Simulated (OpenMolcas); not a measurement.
# A workflow on HS− (hydrosulfide)

Aim: a series of 9 runs (HF/pcseg-0, CASSCF(8,5)/pcseg-0, CASPT2(8,5)/pcseg-0, CASPT2[IPEA 0](8,5)/pcseg-0, SC-NEVPT2(8,5)/pcseg-0, PC-NEVPT2(8,5)/pcseg-0, MC-PDFT[tPBE](8,5)/pcseg-0, MRCI(8,5)/pcseg-0, and more) of HS− (hydrosulfide). 

The calculation is run with OpenMolcas 26.06.

### Step 1. The molecule

HS− has 2 atoms, charge -1, and is taken as a singlet. SMILES: `[SH-]`. The S1–H2 distance was set to 2.692 Å, away from the relaxed value.

### Step 2. A single-point energy at HF/pcseg-0 (run 1)

step1.inp reads:

```
* HS Hartree-Fock
>>> EXPORT MOLCAS_PRINT=2

&gateway
 baslib=$CurrDir
 coord
 2
 angstrom
 S        1.724071      -0.563691       0.886485
 H       -0.574700       0.187900      -0.295500
 basis=pcseg-0
 group=NoSym

&seward

&scf
 charge=-1
 prorbitals=1 1
```

The basis set pcseg-0 is read from a file made from the Basis Set Exchange's data (not shown).

Launch:

```
$ export MOLCAS_MEM=1860
$ pymolcas step1.inp > step1.log
```

What it wrote:

```text
--- Start Module: gateway ---
[...]
--- Stop Module: gateway /rc=_RC_ALL_IS_WELL_ ---
--- Start Module: seward ---
[...]
      Basis functions           15
--- Stop Module: seward /rc=_RC_ALL_IS_WELL_ ---
--- Start Module: scf ---
[...]
       Convergence after  14 Iterations
[...]
::    Total SCF energy                               -397.4660085091
[...]
      Total spin, S                                     0.0000000000
[...]
      Total electronic charge=   18.000000
      Total            charge=   -1.000000
[...]
      Dipole Moment (debye):
      Origin of the operator (angstrom)=    1.6538   -0.5407    0.8504
                   X=  4.7460E+00               Y= -1.5517E+00               Z=  2.4403E+00           Total=  5.5576E+00
      Center of Charge (angstrom)
[...]
--- Stop Module: scf /rc=_RC_ALL_IS_WELL_ ---
[...]
```

Run time: 1.6 s. Hardware: 1 thread of Arm Neoverse V1, shared host; peak memory 0.37 GiB.

### Step 3. A single-point energy at CASSCF(8,5)/pcseg-0 (run 2)

step2.input reads:

```
&gateway
  baslib = $CurrDir
  coord
  2
  angstrom
  S        1.724071      -0.563691       0.886485
  H       -0.574700       0.187900      -0.295500
  basis = pcseg-0
  group = NoSym

&seward

&rasscf
  fileorb = $CurrDir/step1.ScfOrb
  spin = 1
  nactel = 8 0 0
  inactive = 5
  ras2 = 5
  orblisting = Nothing
```

The basis set pcseg-0 is read from a file made from the Basis Set Exchange's data (not shown).

Launch:

```
$ export MOLCAS_MEM=1860
$ pymolcas step2.input > step2.log
```

What it wrote:

```text
--- Start Module: gateway ---
[...]
--- Stop Module: gateway /rc=_RC_ALL_IS_WELL_ ---
--- Start Module: seward ---
[...]
      Basis functions           15
--- Stop Module: seward /rc=_RC_ALL_IS_WELL_ ---
--- Start Module: rasscf ---
[...]
      Number of active orbitals                  5
[...]
      Spin quantum number                      0.0
[...]
      Active orbitals                            5
[...]
      Number of CSFs                            15
[...]
      Number of root(s) required                 1
[...]
      Convergence after  8 iterations
[...]
      printout of CI-coefficients larger than  0.05 for root  1
      energy=    -397.526801
      conf/sym  11111     Coeff  Weight
             1  22220  -0.90682 0.82233
             4  22202   0.41949 0.17597
      Natural orbitals and occupation numbers for root  1
      sym 1:   1.998686   1.998954   1.998954   1.648064   0.355343
      ************************************************************************************************************************
      *                                                    Final results                                                     *
[...]
::    RASSCF root number  1 Total energy:   -397.52680128
[...]
      Total electronic charge=   18.000000
      Total            charge=   -1.000000
[...]
      Dipole Moment (debye):
      Origin of the operator (angstrom)=    1.6538   -0.5407    0.8504
                   X=  1.2279E+00               Y= -4.0147E-01               Z=  6.3138E-01           Total=  1.4379E+00
      Center of Charge (angstrom)
[...]
--- Stop Module: rasscf /rc=_RC_ALL_IS_WELL_ ---
[...]
```

It took 1.6 s on 1 thread of Arm Neoverse V1, shared host; peak memory 0.37 GiB.

Runs 3 to 8 aren't shown in full; the table further down has their settings and results.

### Step 4. A single-point energy at MRACPF(8,5)/pcseg-0 (run 9)

step9.input reads:

```
&GATEWAY
 BasLib=$CurrDir
 Coord
 2
 angstrom
 S        1.724071      -0.563691       0.886485
 H       -0.574700       0.187900      -0.295500
 Basis=pcseg-0
 Group=NoSym

&SEWARD

&RASSCF
 FileOrb=$CurrDir/step2.RasOrb
 Spin=1
 Nactel=8 0 0
 Inactive=5
 Ras2=5
 OrbListing=Nothing

&MOTRA
 LumOrb
 Frozen=5

&GUGA
 Electrons=8
 Spin=1
 Inactive=0
 Active=5
 CIAll=1

&MRCI
 ACPF
```

The basis set pcseg-0 is read from a file made from the Basis Set Exchange's data (not shown).

Launch:

```
$ export MOLCAS_MEM=1860
$ pymolcas step9.input > step9.log
```

What it wrote:

```text
--- Start Module: gateway ---
[...]
--- Stop Module: gateway /rc=_RC_ALL_IS_WELL_ ---
[...]
      Basis functions           15
[...]
      Number of active orbitals                  5
[...]
      Spin quantum number                      0.0
[...]
      Active orbitals                            5
[...]
      Number of CSFs                            15
[...]
      Number of root(s) required                 1
[...]
      Convergence after  4 iterations
[...]
      printout of CI-coefficients larger than  0.05 for root  1
      energy=    -397.526801
      conf/sym  11111     Coeff  Weight
             1  22220  -0.90682 0.82233
             4  22202   0.41949 0.17597
      Natural orbitals and occupation numbers for root  1
      sym 1:   1.998686   1.998954   1.998954   1.648064   0.355342
      ************************************************************************************************************************
      *                                                    Final results                                                     *
[...]
::    RASSCF root number  1 Total energy:   -397.52680128
[...]
      Dipole Moment (debye):
      Origin of the operator (angstrom)=    1.6538   -0.5407    0.8504
                   X=  1.2279E+00               Y= -4.0148E-01               Z=  6.3138E-01           Total=  1.4379E+00
      Center of Charge (angstrom)
[...]
      *** WARNING: Default frozen orbitals is overwritten by user input.
      *** Default values:   5
[...]
--- Start Module: guga ---
[...]
--- Stop Module: guga /rc=_RC_ALL_IS_WELL_ ---
--- Start Module: mrci ---
[...]
       USE THE DEFAULT ACPF G-VALUE GFAC=  0.25000000000000000
[...]
    MR ACPF CALCULATION.
[...]
            REFERENCE CI ENERGY:  -397.52680128
[...]
        ACPF CORRELATION ENERGY:    -0.03755925
                    ACPF ENERGY:  -397.56436053
[...]
      Total electronic charge=   18.000000
      Total            charge=   -1.000000
[...]
  ACPF State   1     Total energy:   -397.56436053
[...]
--- Stop Module: mrci /rc=_RC_ALL_IS_WELL_ ---
[...]
```

Wall time 1.7 s (1 thread of Arm Neoverse V1, shared host); peak memory 0.37 GiB.

### Step 5. The series

| run | level | active rule | inactive | energy (Eh) | wall time |
| --- | --- | --- | --- | --- | --- |
| 1 | HF/pcseg-0 | – | – | -397.466009 | 1.6 s |
| 2 | CASSCF(8,5)/pcseg-0 | full valence | 5 | -397.526801 | 1.6 s |
| 3 | CASPT2(8,5)/pcseg-0 | full valence | 5 | -397.558527 | 1.6 s |
| 4 | CASPT2[IPEA 0](8,5)/pcseg-0 | full valence | 5 | -397.559022 | 1.6 s |
| 5 | SC-NEVPT2(8,5)/pcseg-0 | full valence | 5 | -397.554188 | 1.6 s |
| 6 | PC-NEVPT2(8,5)/pcseg-0 | full valence | 5 | -397.554354 | 1.6 s |
| 7 | MC-PDFT[tPBE](8,5)/pcseg-0 | full valence | 5 | -398.031064 | 1.8 s |
| 8 | MRCI(8,5)/pcseg-0 | full valence | 5 | -397.563887 | 1.7 s |
| 9 | MRACPF(8,5)/pcseg-0 | full valence | 5 | -397.564361 | 1.7 s |

### Step 6. Summary of results

| quantity | value |
| --- | --- |
| run 9, MRACPF(8,5)/pcseg-0: total energy | -397.56436 Eh |

Below the HF energy at the same shape and in the same basis (pcseg-0): CASSCF(8,5) -60.8 mEh; CASPT2(8,5) -92.5 mEh; CASPT2[IPEA 0](8,5) -93.0 mEh; SC-NEVPT2(8,5) -88.2 mEh; PC-NEVPT2(8,5) -88.3 mEh; MRCI(8,5) -97.9 mEh. Active-space methods hold only the correlation inside their space unless a perturbation or CI step follows. All runs together took 15 s, the longest 1.8 s.
